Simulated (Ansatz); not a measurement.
A nudged elastic band was laid between two geometries of ClH5Si2 + H2 (10 atoms, charge 0, multiplicity 1).

Level of theory: RKS PBE-D4/6-31G* in Ansatz.

```
movable images  : 9
climbing image  : yes
spring          : 5.0 eV/Å²
optimiser       : quadratic models (default)
start path      : through a guess of the saddle point
force threshold : 0.03 eV/Å
iteration limit : 58
end points      : relaxed
```

First end point:

```xyz
10
Properties=species:S:1:pos:R:3
Si -0.346 0.444 -0.111
Cl 0.157 0.327 1.918
H 0.900 0.793 -0.868
H -1.326 1.569 -0.265
Si -1.261 -1.595 -0.832
H -2.443 -1.956 0.016
H -1.709 -1.446 -2.259
H -0.239 -2.688 -0.752
H 1.770 -3.110 1.510
H 1.534 -2.446 1.769
```

Last end point:

```xyz
10
Properties=species:S:1:pos:R:3
Si 0.377 -0.126 -0.444
Cl -0.194 -1.487 3.323
H 1.190 0.248 -1.648
H -0.244 1.114 0.129
Si -1.242 -1.746 -0.953
H -2.049 -2.076 0.267
H -2.159 -1.226 -2.023
H -0.579 -2.997 -1.454
H 1.343 -0.662 0.586
H 0.592 -1.149 2.341
```

Problem. Which bonds break or form, and what moves?

Solution. Bonds broken: Si1–Cl2, H9–H10. Bonds formed: Si1–H9, Cl2–H10. ClH5Si2 + H2 becomes ClH + H6Si2.

Problem. What energy profile does the band end with?

Solution. The run converged. The highest image is number 6 of 0 to 10, 211.6 kJ/mol above the first end and 141.3 kJ/mol above the last; the last end lies 70.2 kJ/mol above the first. Neighbouring images differ by up to 1.2 eV, so the band resolves the path poorly. A vibrational analysis at the climbing image gives one clearly imaginary mode, 824i cm⁻¹: a first-order saddle point. The orbitals stay closed-shell, which can raise the energy where a bond breaks towards radicals; this wasn't checked here.

```json
{"image": "0", "path coordinate (Å)": "0.00", "energy (kJ/mol)": "0.0", "Si1–Cl2 (Å)": "2.09", "H9–H10 (Å)": "0.75", "Si1–H9 (Å)": "4.44"}
{"image": "1", "path coordinate (Å)": "1.02", "energy (kJ/mol)": "-0.2", "Si1–Cl2 (Å)": "2.09", "H9–H10 (Å)": "0.75", "Si1–H9 (Å)": "4.13"}
{"image": "2", "path coordinate (Å)": "2.04", "energy (kJ/mol)": "-0.2", "Si1–Cl2 (Å)": "2.09", "H9–H10 (Å)": "0.75", "Si1–H9 (Å)": "3.83"}
{"image": "3", "path coordinate (Å)": "3.06", "energy (kJ/mol)": "0.4", "Si1–Cl2 (Å)": "2.09", "H9–H10 (Å)": "0.75", "Si1–H9 (Å)": "3.83"}
{"image": "4", "path coordinate (Å)": "4.08", "energy (kJ/mol)": "13.4", "Si1–Cl2 (Å)": "2.10", "H9–H10 (Å)": "0.75", "Si1–H9 (Å)": "3.15"}
{"image": "5", "path coordinate (Å)": "5.10", "energy (kJ/mol)": "93.5", "Si1–Cl2 (Å)": "2.18", "H9–H10 (Å)": "0.75", "Si1–H9 (Å)": "2.45"}
{"image": "6", "path coordinate (Å)": "6.12", "energy (kJ/mol)": "211.6", "Si1–Cl2 (Å)": "2.59", "H9–H10 (Å)": "0.88", "Si1–H9 (Å)": "1.75"}
{"image": "7", "path coordinate (Å)": "6.95", "energy (kJ/mol)": "100.2", "Si1–Cl2 (Å)": "3.12", "H9–H10 (Å)": "1.47", "Si1–H9 (Å)": "1.54"}
{"image": "8", "path coordinate (Å)": "7.79", "energy (kJ/mol)": "71.9", "Si1–Cl2 (Å)": "3.80", "H9–H10 (Å)": "1.92", "Si1–H9 (Å)": "1.51"}
{"image": "9", "path coordinate (Å)": "8.62", "energy (kJ/mol)": "70.0", "Si1–Cl2 (Å)": "4.10", "H9–H10 (Å)": "1.93", "Si1–H9 (Å)": "1.51"}
{"image": "10", "path coordinate (Å)": "9.46", "energy (kJ/mol)": "70.2", "Si1–Cl2 (Å)": "4.05", "H9–H10 (Å)": "1.97", "Si1–H9 (Å)": "1.51"}
```

Problem. What is the geometry of the highest image?

Solution. 
```xyz
10
Properties=species:S:1:pos:R:3:forces:R:3
Si 0.084 -0.182 -0.001 0.00 0.00 0.00
Cl -0.322 -1.312 2.294 0.00 0.00 0.00
H 1.007 0.231 -1.133 0.00 0.00 0.00
H -0.368 1.101 0.605 0.00 0.00 0.00
Si -1.336 -1.866 -0.795 -0.01 0.00 0.00
H -2.613 -1.842 -0.019 0.00 0.00 0.00
H -1.603 -1.656 -2.261 0.00 0.00 0.00
H -0.621 -3.168 -0.614 0.00 0.00 0.00
H 1.648 -0.550 0.692 0.00 0.00 0.00
H 1.160 -0.865 1.357 0.00 0.00 0.00
```

The band took 41 iterations and of the order of 15 core-minutes.

Run time: 15 min on 1 thread of Arm Neoverse V2, with other jobs on the host, peak memory 0.11 GiB.
